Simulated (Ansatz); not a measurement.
## Which method gave which barrier?

Saddle point of CH$_{5}$FN (charge -1), singlet ([CH₃F ([CH3][F]) + NH₂]⁻ → [CH₅N ([CH3][NH2]) + F]⁻; bonds formed: C2–N3; bonds broken: F1–C2), PBE0-D4/def2-TZVPD structure:

| atom | x (Å) | y (Å) | z (Å) |
| --- | --- | --- | --- |
| F1 | -1.3468 | -1.3196 | 1.5243 |
| C2 | -0.4450 | -0.4310 | 0.4038 |
| N3 | 0.6832 | 0.6867 | -1.1276 |
| H4 | 0.1596 | 0.0875 | 1.1264 |
| H5 | -1.2730 | 0.0834 | -0.0502 |
| H6 | -0.0264 | -1.2713 | -0.1211 |
| H7 | 1.6656 | 0.4959 | -0.9057 |
| H8 | 0.5829 | 1.6684 | -0.8500 |

Ansatz 0.2.0; basis: def2-TZVPPD, with def2-QZVPPD for the basis limit; cores frozen in the correlated methods. B3LYP uses VWN-RPA correlation. Extrapolation: Hartree–Fock as exp(−7.88 √X), correlation as X^−2.97. Four methods, as single points on the PBE0-D4 structures, gave these electronic barriers from the start structure: 1.4, 19.1, 34.7, 68.4 kJ/mol.

(1) The methods were, in alphabetical order, B3LYP-D4, BLYP-D4, HF, MP2. Which gave which? (Judge from chemistry; the calculation decides.)

T1 diagnostic: at most 0.019. The start structure is not quite a true minimum (one mode of 54i cm⁻¹).

## Answers

(1) Computed: BLYP-D4 1.4; B3LYP-D4 19.1; MP2 34.7; HF 68.4 kJ/mol. For comparison, CCSD(T) at an estimated basis limit (MP2 extrapolated from triple and quadruple zeta, plus CCSD(T) − MP2 in triple zeta) gives 36.0 kJ/mol.

Labels in which every atom is bracketed show which atoms are joined, not bond orders.

For scale, one of the runs: CCSD(T)/def2-TZVPPD, 199 basis functions, launched by `ansatz run in.yaml --threads 2 --pin off --events-out ev --progress --plain --max-ram 4352MiB`. Hardware: 2 CPU threads of an Arm Neoverse V1, shared host. Wall time 65 s; peak host memory 2.6 GiB.
